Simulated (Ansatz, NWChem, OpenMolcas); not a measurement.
## Strength of the Li–Li bond: Li2 → 2 Li

Species: Li2 (lithium dimer), singlet; Li atom, doublet. 

Shapes, held fixed at every level: measured bond length. Programs: Ansatz 0.2.0, NWChem 7.3.0, OpenMolcas 26.06. A level may come from different programs for different species; with the same settings they agree closely. The zero-point and thermal change to 298 K, harmonic and unscaled (5/2 RT less the spin-orbit lowering for atoms, PBE0/aug-cc-pVTZ), is +0.7 kJ/mol.

(1) Estimate the reaction enthalpy at 298 K.

Results:

(1) From tabulated heats of formation (NIST-JANAF tables, tabulated atomic heats), ΔH(298 K) = +102.7 kJ/mol. Nearest: CCSD(T)/aug-cc-pVTZ (+2.2); farthest: HF/def2-SVP (-88.4). 3 of 8 levels lie within 10 kJ/mol. The heats of Li2 come from older tables and can be uncertain by 10 kJ/mol or more. Electron pairs are made or broken, so correlation matters. Open shells run unrestricted. Outer-core shells of Li are correlated, in sets that cover them unevenly.

```tsv
level	kind	ΔH (kJ/mol)	computed − measured
HF/def2-SVP	Hartree–Fock	+14.3	-88.4
SVWN5/aug-cc-pVTZ	LDA	+100.1	-2.6
BLYP/def2-SVP	GGA	+87.5	-15.2
PBE0/aug-cc-pVTZ	global hybrid	+81.5	-21.2
MP2/aug-cc-pVTZ	perturbation theory	+77.4	-25.3
CCSDTQ/def2-SVP	coupled cluster or CI	+83.5	-19.2
CCSD(T)/aug-cc-pVTZ	coupled cluster or CI	+104.9	+2.2
BCCD(T)/aug-cc-pVTZ	coupled cluster or CI	+104.9	+2.2
```
